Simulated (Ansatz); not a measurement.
Ideal-gas functions of CH3FS2 (`FCSS`) at 500 K and 1 bar, from an Ansatz frequency run at PBE0-D4/def2-TZVP.

Molar mass 98.17 g/mol, point group C1 (symmetry number 1), electronic degeneracy 1, moments of inertia 60.089, 184.439, 224.483 u Å². Harmonic wavenumbers (cm⁻¹, unscaled): 95, 240, 328, 414, 533, 726, 898, 936, 1064, 1258, 1340, 1452, 2669, 3059, 3138.

Use S(trans) = R[1.5 ln M + 2.5 ln T − 1.1517]; rotational temperatures θ = 24.2544 K / I; S(rot) = R[ln(√π/σ · √(T³/θAθBθC)) + 1.5]; for each mode x = 1.438777 ν̃/T, S = R[x/(eˣ − 1) − ln(1 − e⁻ˣ)] and H = RT x/(eˣ − 1); 1 cm⁻¹ = 0.0119627 kJ/mol; R = 8.31446 J/(mol·K).

**Question.** By hand: the entropy, in J/(mol·K).

**Answer.** Translation 176.8. Rotation: θ = 0.4036, 0.1315, 0.108 K, giving 116.2. Vibration, mode by mode: 19.12, 11.56, 9.10, 7.33, 5.53, 3.55, 2.41, 2.21, 1.65, 1.05, 0.87, 0.67, 0.03, 0.01, 0.01, in all 65.1. Electronic 0.0. Sum 358.1 J/(mol·K).

**Question.** By hand: H − E and G − E in kJ/mol, counted from the electronic energy.

**Answer.** Zero-point energy ½ × 18150 × 0.0119627 = 108.6; thermal vibration 17.5; translation, rotation and pV give 4 RT = 16.6. H − E = 142.7 kJ/mol, and G − E = 142.7 − 500 × 358.1/1000 = -36.4 kJ/mol.

Vibration gives 18 % of the entropy, 19.1 J/(mol·K) of it from the mode under 150 cm⁻¹: soft modes count most, and the harmonic formula is weakest for them. The sum counts one conformer and one mirror image; others add a mixing term.
